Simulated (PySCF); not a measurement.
Species, as SMILES: CCl (CH3-Cl).
Geometry (B3LYP-D3(BJ)/def2-TZVP, fixed):
```xyz
5

C      0.0082     0.0133    -1.1337
Cl    -0.0048    -0.0077     0.6605
H      0.0175     1.0478    -1.4634
H      0.8997    -0.5040    -1.4752
H     -0.8852    -0.4920    -1.4879
```

Basis-set convergence of the lowest singlet excitation energy at PBE with PySCF. Tamm-Dancoff approximation; the state is taken by its order, and sets in which it differs in degeneracy or brightness are left out, yet its character can still change. All functions are spherical. Density fitting with generated auxiliary sets. In sets without p functions on hydrogen, species with hydrogen take exact integrals. No added dispersion term, no relativity. Reference: the value in aug-pcseg-2, 6.392 eV.

```csv
basis,functions,lowest singlet excitation energy (eV)
6-31G,28,___
6-31G*,38,7.296
def2-SV(P),38,7.296
pcseg-1,47,7.054
cc-pV(D+d)Z,52,7.092
6-311+G**,70,___
def2-SVPD,71,6.813
aug-cc-pV(D+d)Z,82,6.394
pcseg-2,106,6.731
def2-TZVPD,110,6.557
cc-pV(T+d)Z,111,6.900
jun-cc-pV(T+d)Z,129,6.514
def2-TZVPPD,139,___
"6-311++G(3df,3pd)",140,___
aug-cc-pV(T+d)Z,170,6.392
def2-QZVPP,217,6.691
pcseg-3,223,6.541
def2-QZVPPD,241,6.482
```

Some entries are withheld; supply them.


- 6-31G, lowest singlet excitation energy (eV): 7.381
- 6-311+G**, lowest singlet excitation energy (eV): 6.606
- def2-TZVPPD, lowest singlet excitation energy (eV): 6.550
- 6-311++G(3df,3pd), lowest singlet excitation energy (eV): 6.429
